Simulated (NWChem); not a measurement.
Species: chloroform (CHCl3); SMILES ClC(Cl)Cl

Computed with NWChem. Medium grid unless said otherwise, to which SCAN and Minnesota functionals are sensitive. Structure relaxed at the PBE0/def2-SVP level. Computed dipoles belong to the equilibrium geometry; the measured one is vibrationally averaged.

Measured dipole moment: 1.01 D (NIST CCCBDB, as tabulated in the package chemicals).

Problem. Which of these levels lies farthest from the measured value, and how do the others fare: CAM-B3LYP/def2-TZVPD; TPSS/def2-TZVPD; BLYP/def2-TZVPD; Hartree-Fock/def2-TZVPD; PBE/def2-TZVPD; PBE0/def2-TZVPD; B3LYP/def2-TZVPD; LDA (Slater exchange, VWN5)/def2-TZVPD; r2SCAN/def2-TZVPD; M06-2X/def2-TZVPD?

Solution. Hartree-Fock/def2-TZVPD.
| level | dipole moment (D) | computed − measured | relative time (rough) |
|---|---|---|---|
| LDA (Slater exchange, VWN5)/def2-TZVPD | 1.03 | +0.02 | 1 |
| PBE/def2-TZVPD | 1.02 | +0.01 | 1 |
| BLYP/def2-TZVPD | 1.02 | +0.01 | 1 |
| TPSS/def2-TZVPD | 1.05 | +0.04 | 1 |
| r2SCAN/def2-TZVPD | 1.06 | +0.05 | 1 |
| B3LYP/def2-TZVPD | 1.06 | +0.05 | 1 |
| PBE0/def2-TZVPD | 1.07 | +0.06 | 1 |
| M06-2X/def2-TZVPD | 1.09 | +0.08 | 1 |
| CAM-B3LYP/def2-TZVPD | 1.09 | +0.08 | 10 |
| Hartree-Fock/def2-TZVPD | 1.18 | +0.17 | 1 |
